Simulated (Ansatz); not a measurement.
`C=C1CN=CO1` → 4 C• + 5 H• + N• + O•  (atomization)

Calculated with Ansatz (gas phase, PBE0-D4/def2-TZVP geometries, no zero-point term in ΔE). CCSD(T)/CBS adds triple-zeta CCSD(T) − MP2 to the extrapolated MP2 energy (def2 sets, frozen cores). This one scheme is used for every species, atoms too. For atomizations the MP2-based limit and the directly extrapolated one differ by several kJ/mol either way, and by 10 to 25 for some Ge, Se and Sn compounds, so smaller differences from it don't rank the levels. Functionals use def2-TZVPP. B3LYP here is the variant with VWN-RPA as its local correlation; programs differ in this. HSE06 is defined as in plane-wave codes. No spin–orbit coupling; open shells (•) take unrestricted orbitals. Spin–orbit coupling would lower the free atoms: a little for C, O.

```csv
level,ΔE (kJ/mol),difference from CCSD(T)/CBS
r2SCANh-D4,4823.9,-5.9
HSE06-D4,4916.0,86.2
B2PLYP,4803.9,-25.9
BLYP,4836.3,6.5
r2SCAN,4863.1,33.3
PBE0,4892.2,62.4
B3LYP,4818.2,-11.6
r2SCANh,4818.0,-11.8
HSE06,4898.8,69.0
BHLYP,4622.9,-206.9
CAM-B3LYP,4854.9,25.1
HF/def2-SVP,3422.0,-1407.8
SCS-MP2/def2-TZVPP,4777.9,-51.9
CCSD/def2-TZVPP,4596.2,-233.6
MP2/def2-QZVPP,4906.4,76.6
HF/CBS(def2),3366.0,-1463.8
CCSD(T)/CBS,4829.8,0
```

Problem. What do rigid-rotor, harmonic-oscillator terms from PBE0-D4/def2-TZVP frequencies (298.15 K, 1 bar) make of the CCSD(T)/CBS value? (Estimate.)

Solution. The calculation gave: ΔZPE = -226.9 kJ/mol, ΔH = +4655.7 kJ/mol, ΔS = 1221 J/(mol·K), ΔG = +4291.8 kJ/mol. Open shells count their whole term as degenerate.

Largest T1 diagnostic among the species: 0.014.

From PBE to PBE0 (25 % exact exchange), in def2-TZVPP and without D4, ΔE moves by −140.8 kJ/mol: exact exchange takes away binding that semilocal exchange gives to molecules. Leaving LDA and LC-ωPBE aside and taking each functional with its dispersion term where it has one, the values, not all of them listed here, spread over 407.8 kJ/mol, from BHLYP-D4 to PBE-D4. LDA lies +669.3 kJ/mol from PBE without D4, its usual overbinding. The D4 term adds +36.0 kJ/mol with B3LYP and +18.8 kJ/mol with PBE0; it sums over pairs of atoms, weighted by their polarisabilities, and B3LYP, whose exchange is more repulsive, gets the larger term.
